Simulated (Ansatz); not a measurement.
**MgSiH+ (triplet): the correlation ladder, 6-31G**

Aim: climb from Hartree-Fock through coupled cluster and multireference methods for MgSiH+ (triplet) at one geometry and basis, and see what each rung misses.

Program: Ansatz 0.2.0, Gaussian basis. Level of theory: 6-31G, core rule «outside noble gas», up to 10 orbitals frozen. These are calculated values, not measurements.

Plan: UHF; CCSD(T) on ROHF; CCSD(T) on UHF; BCCD(T) on ROHF; CISD as a restricted active space (open shells left free, so some higher excitations enter); CCSDT(Q) on ROHF; CCSDT(Q) on UHF; CISDTQ; CCSDTQ on ROHF; CCSDTQ on UHF; CASSCF and MRCISD+Q, 6 electrons in 9 orbitals; CASSCF and NEVPT2, 6 electrons in 9 orbitals; Full CI.

11 further runs of the same task are left out: 3 that didn't finish, 8 set aside as unsound or not needed. Runs told in other sessions of the task aren't counted.

## 1. What is computed

The geometry is a PBE0/def2-TZVP stationary point (not a proven minimum) of the parent state, kept for this charge and spin.

3 atoms, charge 1, spin multiplicity 3.

Atoms are counted from 1 here; the program's logs count them from 0.

Bond lengths: Si1–Mg2 2.611 Å, Mg2–H3 1.710 Å. Angles: Si1–Mg2–H3 180.0°.

## 2. UHF

File in.yaml:

```yaml
crystal:
  periodic: [false, false, false]
  atoms:
    - {symbol: Si, position_ang: [0.000000, 0.000000, 2.310310]}
    - {symbol: Mg, position_ang: [0.000000, 0.000000, -0.300285]}
    - {symbol: H, position_ang: [0.000000, 0.000000, -2.010025]}
basis:
  gaussian: {orbitals: 6-31G}
total_charge: 1
magnetization: {spin_polarized: true, initial_magnetization: 2}
hamiltonian: {xc: hf}
output: {orbitals: {seedname: orbitals}}
```

On the command line:

```
> ansatz run in.yaml --threads 1 --pin off --events-out ev --progress --plain --max-ram 2393MiB
```

After this run come: CCSD(T) on ROHF; CCSD(T) on UHF; BCCD(T) on ROHF; CISD as a restricted active space (open shells left free, so some higher excitations enter); CCSDT(Q) on ROHF; CCSDT(Q) on UHF; CISDTQ; CCSDTQ on ROHF; CCSDTQ on UHF; CASSCF and MRCISD+Q, 6 electrons in 9 orbitals; CASSCF and NEVPT2, 6 electrons in 9 orbitals; Full CI.

Before running them: what should the planned runs give, taken together? Wanted: FCI from the RHF energy; RMP2 from FCI; UMP2 from FCI; RCCSD from FCI; RCCSD(T) from FCI; UCCSD(T) from FCI; RCCSDT(Q) from FCI; UCCSDT(Q) from FCI; NEVPT2 valence from FCI.

As calculated:

| quantity | value |
| --- | --- |
| FCI from the ROHF energy | -1.4483 eV |
| RMP2 from FCI | +541.0 meV |
| UMP2 from FCI | +533.9 meV |
| RCCSD from FCI | +27.2 meV |
| RCCSD(T) from FCI | +10.6 meV |
| UCCSD(T) from FCI | +10.0 meV |
| RCCSDT(Q) from FCI | +0.4 meV |
| UCCSDT(Q) from FCI | +0.2 meV |
| NEVPT2 valence from FCI | +85.1 meV |
| MRCISD+Q valence from FCI | +3.6 meV |
| levels within 1 kcal/mol (43 meV) | RCCSD, UCCSD, RCCSD(T), UCCSD(T), BCCD(T), RCCSDT, UCCSDT, CISDTQ, RCCSDT(Q), UCCSDT(Q), RCCSDTQ, UCCSDTQ, MRCISD valence, MRCISD+Q valence |
| T1 diagnostic | 0.033 |
| effectively unpaired electrons | 2.04 |

In words: RCCSD(T) misses by +10.6 meV, 0.7 % of the correlation energy. One determinant dominates. Of the multireference levels listed MRCISD+Q valence comes nearest in total energy (+3.6 meV), which doesn't show that its space is the better one. These misses are within one basis, not against nature; the frozen cores of restricted and unrestricted runs differ, which can shift their rows.

Levels on UHF freeze UHF's core orbitals, full CI those of ROHF, so the U rows can settle a little off it for that reason alone.

With open shells the CI space here admits some higher excitations, so it is larger than plain CISD.
